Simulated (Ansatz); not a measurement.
A made-up structure of CH3OSi (charge +1), singlet:

| atom | x (Å) | y (Å) | z (Å) |
| --- | --- | --- | --- |
| O1 | -0.9549 | -1.4710 | -0.2921 |
| C2 | -0.2475 | -0.4853 | -0.0985 |
| Si3 | 0.2831 | 1.1150 | 0.2352 |
| H4 | -0.6067 | 1.0648 | -0.8702 |
| H5 | 0.6548 | 1.8587 | -0.9761 |
| H6 | 0.7363 | 1.2900 | 1.6218 |

It is relaxed with PBE-D4/def2-SVP and then PBE0-D4/def2-TZVP (Ansatz 0.2.0). Atoms count as bonded within 1.22 times the sum of their covalent radii (H–H: 0.88 Å). The end point is not checked to be a true minimum.

Does its bonding change? (Judge from chemistry; the calculation decides.)

Computed: No: no bond forms or breaks.

Where it ends: The first stage lowers the energy by 3.25 eV in 9 steps. It ends as CH₃OSi ([O][C][SiH3]), total charge +1:
| atom | x (Å) | y (Å) | z (Å) |
| --- | --- | --- | --- |
| O1 | -0.4668 | -1.7370 | -0.3012 |
| C2 | -0.2570 | -0.6537 | -0.1890 |
| Si3 | 0.1165 | 1.2812 | 0.0111 |
| H4 | -1.2142 | 1.7982 | -0.3527 |
| H5 | 1.1963 | 1.3988 | -0.9842 |
| H6 | 0.4903 | 1.2847 | 1.4361 |

Labels in which every atom is bracketed show which atoms are joined, not bond orders.

For scale, one of the runs: PBE0-D4/def2-TZVP relaxation, 117 basis functions, launched by `ansatz run in.yaml --threads 2 --pin off --events-out ev --progress --plain --max-ram 4352MiB`. Hardware: 2 CPU threads of an Arm Neoverse V2, shared host. Wall time about 6 s.
